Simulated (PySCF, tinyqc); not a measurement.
CIS and TDHF on RHF in the sto-6g basis, frozen core, for LiH, spin multiplicity 1, step by step. The lowest restricted solution is unstable here: a spin-polarised one lies 0.0033 hartree lower (PySCF). One step of it, computed by the program tinyqc.

Problem. CIS matrix, triplets. A(ia,jb) = (e_a - e_i) d_ij d_ab - (ij|ab).

orbital energies (hartree): MO1 -2.406805, MO2 -0.235308, MO3 0.070373, MO4 0.158520, MO5 0.158520, MO6 0.386459

Two-electron integrals over orbitals (pq|rs), unique and non-zero (hartree); the lowest 1 orbital is frozen and left out:
```
p,q,r,s,(pq|rs)
2,2,2,2,0.452015
3,2,2,2,-0.058472
3,2,3,2,0.020758
3,3,2,2,0.211124
3,3,3,2,0.014628
3,3,3,3,0.329341
4,2,4,2,0.020668
4,3,4,2,0.020172
4,3,4,3,0.041685
4,4,2,2,0.243202
4,4,3,2,0.014074
4,4,3,3,0.280082
4,4,4,4,0.313125
5,2,5,2,0.020668
5,3,5,2,0.020172
5,3,5,3,0.041685
5,4,5,4,0.016875
5,5,2,2,0.243202
5,5,3,2,0.014074
5,5,3,3,0.280082
5,5,4,4,0.279374
5,5,5,5,0.313125
6,2,2,2,0.109701
6,2,3,2,-0.044215
6,2,3,3,-0.020113
6,2,4,4,-0.038073
6,2,5,5,-0.038073
6,2,6,2,0.132481
6,3,2,2,-0.057349
6,3,3,2,0.016653
6,3,3,3,0.036718
6,3,4,4,0.007890
6,3,5,5,0.007890
6,3,6,2,-0.038548
6,3,6,3,0.030402
6,4,4,2,-0.018295
6,4,4,3,-0.012076
6,4,6,4,0.019356
6,5,5,2,-0.018295
6,5,5,3,-0.012076
6,5,6,5,0.019356
6,6,2,2,0.422418
6,6,3,2,-0.047367
6,6,3,3,0.238036
6,6,4,4,0.258631
6,6,5,5,0.258631
6,6,6,2,0.096149
6,6,6,3,-0.045302
6,6,6,6,0.417047
```

Give: CIS matrix A, triplet.

Solution.

CIS matrix A, triplet (hartree), lower triangle:
```
,2>3,2>4,2>5,2>6
2>3,0.095
2>4,0.000,0.151
2>5,0.000,0.000,0.151
2>6,0.057,0.000,0.000,0.199
```
